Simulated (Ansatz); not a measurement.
**C2H2N2S: a ladder of functionals and wavefunction methods**

An exercise on one series of results from a longer session: the logs are not shown, and one member is left open.

Program: Ansatz 0.2.0, Gaussian basis. Level of theory: functionals in def2-TZVPP, the program's frozen cores in correlated methods. These are calculated values, not measurements.

The runs, in order: LDA (SPW92), PBE-D4, revPBE-D4, BLYP-D4, r2SCAN-D4, B97M-V, PBE0-D4, B3LYP-D4, r2SCANh-D4, r2SCAN0-D4, HSE06-D4, BHLYP-D4, CAM-B3LYP-D4, LC-ωPBE, ωB97X-V, ωB97M-V, B2PLYP, PBE-QIDH; CCSD(T)/def2-SVP; CCSD(T)/def2-TZVPP; MP2/def2-QZVPP; extrapolation to the limit; RPA on PBE.

## The geometry

An earlier PBE0-D4 in a triple-zeta def2 set relaxation fixed the geometry.

SMILES `c1nncs1`, 7 atoms, charge 0, spin multiplicity 1.

Atoms are counted from 1 here; the program's logs count them from 0.

Bond lengths: C1–N2 1.295 Å, C1–S5 1.712 Å, C1–H6 1.081 Å, N2–N3 1.351 Å, N3–C4 1.295 Å, C4–S5 1.712 Å, C4–H7 1.081 Å. Angles: N2–C1–S5 114.2°, N2–C1–H6 123.1°, S5–C1–H6 122.6°, C1–N2–N3 112.6°, N2–N3–C4 112.6°, N3–C4–S5 114.2°, N3–C4–H7 123.1°, S5–C4–H7 122.6°, C1–S5–C4 86.4°.

Set-up of the first run:

Input file in.yaml:

```yaml
crystal:
  periodic: [false, false, false]
  atoms:
    - {symbol: C, position_ang: [-0.441917, 0.686994, 0.847856]}
    - {symbol: N, position_ang: [-1.253550, -0.118183, 0.239831]}
    - {symbol: N, position_ang: [-0.637418, -0.855120, -0.710875]}
    - {symbol: C, position_ang: [0.627135, -0.591667, -0.801713]}
    - {symbol: S, position_ang: [1.175754, 0.605146, 0.292905]}
    - {symbol: H, position_ang: [-0.753862, 1.355046, 1.638116]}
    - {symbol: H, position_ang: [1.283858, -1.082217, -1.506120]}
basis:
  gaussian: {orbitals: def2-TZVPP}
hamiltonian: {xc: lda}
output: {orbitals: {seedname: orbitals}}
```

On the command line:

```bash
> ansatz run in.yaml --threads 4 --pin off --events-out ev --progress --plain --max-ram 10444MiB
```

Among the steps run: LDA; PBE-D4 (GGA); revPBE-D4 (GGA); BLYP-D4 (GGA); r2SCAN-D4 (meta-GGA); B97M-V (meta-GGA); B3LYP-D4 (hybrid); r2SCANh-D4 (hybrid); r2SCAN0-D4 (hybrid); HSE06-D4 (hybrid); BHLYP-D4 (hybrid); CAM-B3LYP-D4 (range-separated); LC-ωPBE (range-separated); ωB97X-V (range-separated); ωB97M-V (range-separated); B2PLYP (double hybrid); PBE-QIDH (double hybrid).

One table of the session follows, with a row left open; its other results are not shown here.

It belongs to the step «Frontier levels by functional». 

```
  functional  HOMO (eV)  gap (eV)
 LDA (SPW92)      -6.41      3.95
      PBE-D4          ?         ?
   revPBE-D4      -6.28      4.15
     BLYP-D4      -6.19      4.11
   r2SCAN-D4      -6.69      4.63
      B97M-V      -6.90      4.93
     PBE0-D4      -7.87      6.61
    B3LYP-D4      -7.59      6.10
  r2SCANh-D4      -7.26      5.55
  r2SCAN0-D4      -8.13      6.95
    HSE06-D4      -7.47      5.82
    BHLYP-D4      -9.37      9.19
CAM-B3LYP-D4      -9.26      9.13
     LC-ωPBE     -10.60     11.55
     ωB97X-V     -10.30     11.25
     ωB97M-V     -10.22     11.14
```

Q: Estimate the row for PBE-D4 from the others.

As computed: HOMO (eV): -6.32; gap (eV): 4.11. In the column «HOMO (eV)» it lies between LDA (SPW92) (-6.41) and revPBE-D4 (-6.28).
